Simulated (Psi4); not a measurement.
# UTPSSh/aug-cc-pCVDZ (sfX2C, density fitting) run of CHF2S (SMILES F[C](F)S)

What is the energy change on altering one bond length of CHF2S at UTPSSh/aug-cc-pCVDZ (sfX2C, density fitting)? 

The calculation is run with Psi4 1.11.

## 1. The structure to begin with

CHF2S has 5 atoms, charge 0, and is taken as a doublet. As SMILES, `F[C](F)S`. The shape is that of a GFN2-xTB (4 decimals) optimisation. This is one conformer, not always the lowest.

Bond lengths: F1–C2 1.342 Å, C2–F3 1.332 Å, C2–S4 1.748 Å, S4–H5 1.336 Å. Angles: F1–C2–F3 109.5°, F1–C2–S4 117.1°, F3–C2–S4 115.6°, C2–S4–H5 93.0°.

## 2. The energy at UTPSSh/aug-cc-pCVDZ (sfX2C, density fitting)

Contents of chf2s.sdf:

```

     RDKit          3D

  5  4  0  0  0  0  0  0  0  0999 V2000
    1.0599    0.0843    0.9467 F   0  0  0  0  0  0  0  0  0  0  0  0
    0.2379   -0.4921    0.0569 C   0  0  0  0  0  3  0  0  0  0  0  0
   -0.2014   -1.6515    0.5434 F   0  0  0  0  0  0  0  0  0  0  0  0
   -0.9767    0.5262   -0.6796 S   0  0  0  0  0  0  0  0  0  0  0  0
   -0.1197    1.5331   -0.8674 H   0  0  0  0  0  0  0  0  0  0  0  0
  2  1  1  0
  3  2  1  0
  4  2  1  0
  5  4  1  0
M  RAD  1   2   2
M  END
$$$$
```

Contents of chf2s.py:

```python
import psi4
from rdkit import Chem

psi4.set_memory(1600000000)
psi4.set_num_threads(1)
psi4.set_output_file('psi4.out', False)

rd = Chem.SDMolSupplier('chf2s.sdf', removeHs=False, sanitize=False)[0]
xyz = rd.GetConformer().GetPositions()
atoms = '\n'.join(f'{a.GetSymbol()} {x:.4f} {y:.4f} {z:.4f}' for a, (x, y, z) in zip(rd.GetAtoms(), xyz))
geom = psi4.geometry('0 2\n' + atoms + '')

psi4.set_options(dict(reference='uks', scf_type='disk_df', relativistic='x2c'))

E = psi4.energy("tpssh/aug-cc-pCVDZ")
print(f'tpssh/aug-cc-pCVDZ energy: {E:.10f} Eh')
```

Started as:

```sh
python chf2s.py
```

psi4.out:

```text
[...]
  Running in c1 symmetry.
[...]
  Nuclear repulsion =  160.364087242798149
[...]
  Multiplicity = 2
[...]
  Nalpha       = 21
  Nbeta        = 20
[...]
    Number of basis functions: 126
[...]
    WARNING: The X2C and Dirac Hamiltonians have substatially different eigenvalues!
             This is probably caused by the recontraction of the basis set.
[...]
   @DF-UKS iter   1:  -637.63621934039929   -1.52709e-01   4.32847e-03 DIIS/ADIIS
[...]
   @DF-UKS iter  10:  -637.71499971465755   -2.25701e-08   8.22114e-07 DIIS
[...]
   @S^2 Observed:                7.540021335E-01
[...]
    Orbital Energies [Eh]
    ---------------------
    Alpha Occupied:
       1A    -88.990475     2A    -24.685853     3A    -24.680010
       4A    -10.316013     5A     -7.944629     6A     -5.850528
       7A     -5.846768     8A     -5.840288     9A     -1.277528
      10A     -1.220538    11A     -0.802700    12A     -0.655741
      13A     -0.565145    14A     -0.526909    15A     -0.516838
      16A     -0.441352    17A     -0.428565    18A     -0.411428
      19A     -0.386135    20A     -0.302543    21A     -0.206650
    Alpha Virtual:
      22A     -0.029842    23A     -0.007505    24A      0.029915
      25A      0.038500    26A      0.047895    27A      0.052284
[...]
  @DF-UKS Final Energy:  -637.71499971465755
   => Energetics <=
    Nuclear Repulsion Energy =            160.3640872427981492
    One-Electron Energy =               -1200.3511156357003529
    Two-Electron Energy =                 449.7221311133039308
    DFT Exchange-Correlation Energy =     -47.4501024350592928
    Empirical Dispersion Energy =           0.0000000000000000
    VV10 Nonlocal Energy =                  0.0000000000000000
    Total Energy =                       -637.7149997146575515
[...]
 Multipole Moments:
 ------------------------------------------------------------------------------------
     Multipole            Electronic (a.u.)      Nuclear  (a.u.)        Total (a.u.)
 ------------------------------------------------------------------------------------
 L = 1.  Multiply by 2.5417464519 to convert [e a0] to [Debye]
 Dipole X            :          1.0179258           -1.0833538           -0.0654279
 Dipole Y            :         -2.2414875            2.7370190            0.4955315
 Dipole Z            :          1.8399706           -2.1657198           -0.3257492
 Magnitude           :                                                    0.5966111
[...]
```

The script printed:

```text
tpssh/aug-cc-pCVDZ energy: -637.7149997147 Eh
```

Wall time 28 s (1 thread of Intel Xeon at 2.60GHz (Ice Lake), shared host); peak memory 1.1 GiB.

## 3. The distorted shape, same level

Contents of chf2s.dat:

```
memory 1.6 GB

molecule molecule1 {
  0 2
  F      1.224364     0.199638     1.124699
  C      0.237900    -0.492110     0.056920
  F     -0.201370    -1.651490     0.543360
  S     -0.976730     0.526160    -0.679570
  H     -0.119740     1.533120    -0.867410
}

set {
  reference uks
  scf_type disk_df
  relativistic x2c
}

e, wfn = energy("tpssh/aug-cc-pCVDZ", return_wfn=True)
print_variables()
```

Started as:

```sh
psi4 -n 1 chf2s.dat chf2s.out
```

chf2s.out:

```text
[...]
  Running in c1 symmetry.
[...]
  Nuclear repulsion =  152.660668284867000
[...]
  Multiplicity = 2
[...]
  Nalpha       = 21
  Nbeta        = 20
[...]
    Number of basis functions: 126
[...]
    WARNING: The X2C and Dirac Hamiltonians have substatially different eigenvalues!
             This is probably caused by the recontraction of the basis set.
[...]
   @DF-UKS iter   1:  -637.60989581380716   -3.73030e-01   4.40323e-03 DIIS/ADIIS
[...]
   @DF-UKS iter  11:  -637.69265361962164   -2.14966e-08   3.56662e-07 DIIS
[...]
   @S^2 Observed:                7.545703274E-01
[...]
    Orbital Energies [Eh]
    ---------------------
    Alpha Occupied:
       1A    -89.010536     2A    -24.710288     3A    -24.630711
       4A    -10.333892     5A     -7.964177     6A     -5.870105
       7A     -5.866176     8A     -5.860108     9A     -1.274096
      10A     -1.133334    11A     -0.818021    12A     -0.656405
      13A     -0.528659    14A     -0.520634    15A     -0.504732
      16A     -0.430737    17A     -0.403433    18A     -0.386782
      19A     -0.367048    20A     -0.318041    21A     -0.232925
    Alpha Virtual:
      22A     -0.054616    23A     -0.028672    24A     -0.002367
      25A      0.031966    26A      0.038952    27A      0.048952
[...]
  @DF-UKS Final Energy:  -637.69265361962164
   => Energetics <=
    Nuclear Repulsion Energy =            152.6606682848670005
    One-Electron Energy =               -1185.1468868204112823
    Two-Electron Energy =                 442.1447645971298357
    DFT Exchange-Correlation Energy =     -47.3511996812070208
    Empirical Dispersion Energy =           0.0000000000000000
    VV10 Nonlocal Energy =                  0.0000000000000000
    Total Energy =                       -637.6926536196216375
[...]
 Multipole Moments:
 ------------------------------------------------------------------------------------
     Multipole            Electronic (a.u.)      Nuclear  (a.u.)        Total (a.u.)
 ------------------------------------------------------------------------------------
 L = 1.  Multiply by 2.5417464519 to convert [e a0] to [Debye]
 Dipole X            :          0.6584148           -1.2038223           -0.5454075
 Dipole Y            :         -2.2749005            2.6525800            0.3776795
 Dipole Z            :          1.5905914           -2.2959914           -0.7054001
 Magnitude           :                                                    0.9683493
[...]
```

It took 34 s on 1 thread of Intel Xeon at 2.60GHz (Ice Lake), shared host; peak memory 1.1 GiB.

## 4. What came out

At UTPSSh/aug-cc-pCVDZ (sfX2C, density fitting):

```
                                                         quantity          value
                                        first shape: total energy  -637.71500 Eh
                                       first shape: dipole moment         1.52 D
                  first shape: HOMO energy (highest over α and β)       -5.62 eV
                   first shape: LUMO energy (lowest over α and β)       -2.38 eV
                                                first shape: ⟨S²⟩          0.754
                                    distorted shape: total energy  -637.69265 Eh
                                   distorted shape: dipole moment         2.46 D
              distorted shape: HOMO energy (highest over α and β)       -6.34 eV
               distorted shape: LUMO energy (lowest over α and β)       -3.11 eV
                                            distorted shape: ⟨S²⟩          0.755
energy change with the F1–C2 bond stretched from 1.342 to 1.610 Å       0.608 eV
```

In words: With the F1–C2 bond stretched from 1.342 to 1.610 Å the energy rises by 0.61 eV (58.7 kJ/mol). The first shape isn't relaxed at this level, so the change isn't measured from a minimum.
